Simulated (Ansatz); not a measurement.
**Worked example: the interaction energy**

The pair of HF (SMILES F, atoms 1–2) and Si₂H₆ (SMILES [SiH3][SiH3], atoms 3–10), both closed shells, in one local arrangement (a lower one may exist), relaxed at PBE0-D4/def2-TZVP:

F1  (-0.282, -0.208, -3.772)
H2  (-0.106, -0.425, -2.889)
Si3  (0.303, -0.240, 1.937)
Si4  (-0.212, 0.416, -0.247)
H5  (-0.455, -1.469, 2.286)
H6  (1.760, -0.513, 2.051)
H7  (-0.065, 0.846, 2.883)
H8  (-1.665, 0.666, -0.419)
H9  (0.170, -0.696, -1.176)
H10  (0.551, 1.623, -0.654)
(Å)

Both fragments are computed in the basis of the whole pair.

Ansatz 0.2.0; basis: def2-TZVPPD and def2-QZVPPD; cores frozen in the correlated methods.

Energies in eV:

| quantity | pair | first fragment | second fragment |
| --- | --- | --- | --- |
| Hartree–Fock, triple zeta (X = 3) | -18542.68654 | -2722.93077 | -15819.76121 |
| Hartree–Fock, quadruple zeta (X = 4) | -18543.28279 | -2723.04013 | -15820.24782 |
| MP2 correlation, X = 3 | -14.76208 | -7.45074 | -7.25171 |
| MP2 correlation, X = 4 | -15.90494 | -8.10625 | -7.73436 |
| CCSD(T) correlation, X = 3 | -16.63161 | -7.69018 | -8.87938 |

(1) Work out the interaction energy at the basis limit: extrapolate Hartree–Fock as E(X) = E∞ + A exp(−7.88 √X) and the MP2 correlation as E(X) = E∞ + B X^−2.97 (the exponents that Neese and Valeev fitted for def2-TZVPP and QZVPP, reused here for the diffuse sets), then add CCSD(T) − MP2 in triple zeta.

T1 diagnostic: at most 0.013.

Results:

(1) Each step is linear, so take the differences first (pair − first fragment − second fragment): Hartree–Fock 0.00544 (X = 3) and 0.00516 (X = 4); MP2 correlation -0.05963 and -0.06433; CCSD(T) correlation -0.06205.
Two points give E∞ = E(4) + w [E(4) − E(3)], with w = 1/(exp(7.88 (2 − √3)) − 1) = 0.1377 for Hartree–Fock and w = 1/((4/3)^2.97 − 1) = 0.7407 for the correlation.
Hartree–Fock: 0.00516 + 0.1377 × (-0.00028) = 0.0051 eV.
MP2 correlation: -0.06433 + 0.7407 × (-0.00470) = -0.0678 eV.
CCSD(T) − MP2: -0.06205 − (-0.05963) = -0.0024 eV.
Sum: 0.0051 + (-0.0678) + (-0.0024) = -0.0651 eV, or -1.50 kcal/mol. Plain CCSD(T) in triple zeta gives -0.0566 eV, so the larger basis shifts the result by -0.0085 eV.

For scale, one of the runs: CCSD(T)/def2-TZVPPD, 255 basis functions, launched by `ansatz run in.yaml --threads 4 --pin off --events-out ev --progress --plain --max-ram 9574MiB`. Hardware: 4 CPU threads of an AMD EPYC 9R45, shared host. Wall time 24 s; peak host memory 5.3 GiB.
